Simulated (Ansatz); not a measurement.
Density of states of Li2Ca (Fd-3m, a = 8.809 Å, b = 8.809 Å, c = 8.809 Å, α = 90.00°, β = 90.00°, γ = 90.00°), in states per eV and primitive cell, averaged over bins of 0.3 eV. All numbers below come from DFT r2SCAN, scalar-relativistic, plane waves, PAW (Ansatz 0.2.0).

Plane waves to 500 eV, a k mesh through Γ of 8×8×8 on the computed 6-atom cell and Gaussian smearing (0.10 eV); no spin polarisation.

The cell is relaxed at this level. The states (both spins) are summed by tetrahedra on a 12×12×12 mesh at the self-consistent density. Energies are bin centres; the table starts no lower than −8 eV and ends at 6 eV, or lower where the solved bands end.

It is a metal at this level.

| E − E_F (eV) | total | Li 2s | Ca 4s | Li 1s |
| --- | --- | --- | --- | --- |
| -4.00 | 0.32 | 0.19 | 0.12 | 0.01 |
| -3.70 | 0.74 | 0.43 | 0.28 | 0.02 |
| -3.40 | 1.00 | 0.57 | 0.40 | 0.02 |
| -3.10 | 1.26 | 0.68 | 0.54 | 0.02 |
| -2.80 | 1.56 | 0.77 | 0.74 | 0.01 |
| -2.50 | 1.30 | 0.66 | 0.59 | 0.01 |
| -2.20 | 1.64 | 1.06 | 0.51 | 0.01 |
| -1.90 | 2.13 | 1.41 | 0.61 | 0.01 |
| -1.60 | 2.30 | 1.54 | 0.61 | 0.00 |
| -1.30 | 2.50 | 1.59 | 0.68 | 0.00 |
| -1.00 | 2.81 | 1.64 | 0.80 | 0.00 |
| -0.70 | 3.04 | 1.53 | 0.94 | 0.00 |
| -0.40 | 2.80 | 1.35 | 0.68 | 0.01 |
| -0.10 | 4.06 | 1.98 | 0.48 | 0.02 |
| 0.20 | 4.69 | 1.42 | 0.59 | 0.02 |
| 0.50 | 5.15 | 0.75 | 0.40 | 0.01 |
| 0.80 | 4.74 | 0.40 | 0.18 | 0.01 |
| 1.10 | 5.01 | 0.44 | 0.11 | 0.01 |
| 1.40 | 8.17 | 0.29 | 0.17 | 0.01 |
| 1.70 | 6.12 | 0.07 | 0.16 | 0.00 |
| 2.00 | 3.94 | 0.05 | 0.07 | 0.00 |
| 2.30 | 1.42 | 0.01 | 0.01 | 0.00 |
| 2.60 | 3.21 | 0.05 | 0.02 | 0.00 |
| 2.90 | 4.01 | 0.03 | 0.01 | 0.00 |
| 3.20 | 6.78 | 0.03 | 0.02 | 0.00 |
| 3.50 | 8.27 | 0.15 | 0.23 | 0.00 |
| 3.80 | 7.88 | 0.11 | 0.26 | 0.00 |
| 4.10 | 3.92 | 0.09 | 0.11 | 0.00 |
| 4.40 | 5.31 | 0.34 | 0.24 | 0.01 |

The columns after the total are the Löwdin projections on the occupied valence shells of the potentials. The rest of the total lies in shells that are empty in the free atom, which aren't projected, and between the atoms.

Cost: 1 run of about 4 core-minutes, on Arm Neoverse V1 (shared hosts).